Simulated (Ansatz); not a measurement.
## Ansatz (development build ahead of 0.2.0) run

```yaml
crystal:
  periodic: [false, false, false]
  atoms:
    - { symbol: C, position_ang: [-0.32179, 0.62852, -0.02514] }
    - { symbol: O, position_ang: [0.41172, -0.61346, 0.11057] }
    - { symbol: H, position_ang: [0.23316, 1.35346, 0.52062] }
    - { symbol: H, position_ang: [-0.38433, 0.86133, -1.0841] }
    - { symbol: H, position_ang: [-1.31649, 0.4707, 0.38279] }
    - { symbol: H, position_ang: [-0.02089, -1.34445, -0.37046] }
basis:
  gaussian: { orbitals: def2-SVP }
total_charge: 1
magnetization:
  spin_polarized: true
  initial_magnetization: 1
hamiltonian:
  xc: hf
output:
  forces: true
```

The input is written out in the form of the current development build from the run's settings.

The run gave:

```
Converged                       : yes
Total energy                    : -114.60269 hartree
Spin squared of the determinant : 0.760
Stability test                  : minimum
```

Forces (eV/Å):
```json
{"atom": "C1", "Fx": "-0.114", "Fy": "0.077", "Fz": "-0.051"}
{"atom": "O2", "Fx": "-0.439", "Fy": "0.007", "Fz": "-0.277"}
{"atom": "H3", "Fx": "0.394", "Fy": "0.524", "Fz": "0.396"}
{"atom": "H4", "Fx": "0.090", "Fy": "-0.164", "Fz": "-0.242"}
{"atom": "H5", "Fx": "-0.114", "Fy": "-0.259", "Fz": "0.103"}
{"atom": "H6", "Fx": "0.184", "Fy": "-0.185", "Fz": "0.071"}
```
